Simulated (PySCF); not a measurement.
Job for PySCF: R-B3LYP/6-311+G** on H2O (SMILES O).

```python
from pyscf import gto, scf, dft, mp
from pyscf.data.elements import chemcore

mol = gto.M(
    atom='''
    O    -1.39622600   -0.00499000    0.10676600
    H    -1.78937200   -0.74228300   -0.37100900
    H    -1.77703700    0.77763800   -0.30426400
    ''',
    basis='6-311+g**',
    charge=0, spin=0, verbose=3, max_memory=1800)
mf = dft.RKS(mol, xc='b3lyp')
mf.conv_tol = 1e-8
mf.max_cycle = 100
mf.kernel()
if not mf.converged:
    mf = mf.newton().run(mf.mo_coeff, mf.mo_occ)
```

Output:

```
converged SCF energy = -76.4584547222728
```

The calculation finished and met its thresholds.

Cost: around 0.23 core-seconds (rough).
